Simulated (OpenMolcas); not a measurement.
**singlet NH: from two basis sets to a third**

NH: 2 atoms, total charge 0, spin state singlet. SMILES of the parent species: `[NH+]`. The shape is that of a GFN2-xTB optimisation. That shape belongs to the parent species and isn't relaxed for this state.

CCSD(T) correlation energies, 1 core orbital frozen (OpenMolcas 26.06):

```
  basis  X  correlation energy (Eh)
cc-pVDZ  2                -0.160627
cc-pVTZ  3                -0.197024
cc-pVQZ  4                        ?
```

Take E(X) = E∞ + A/X³, fix the two constants on the known rows and predict the third.


1. A = (-0.160627 − (-0.197024))/(1/8 − 1/27) = 0.41378 Eh.
2. E∞ = -0.197024 − 0.41378/27 = -0.212349 Eh.
3. X = 4: -0.212349 + 0.41378/64 = -0.205884 Eh.

The run gave -0.208067 Eh, so the prediction is off by +2.2 mEh, 20 % of the last step. The small sets lie short of the range where X⁻³ holds, so the true step is larger than predicted.
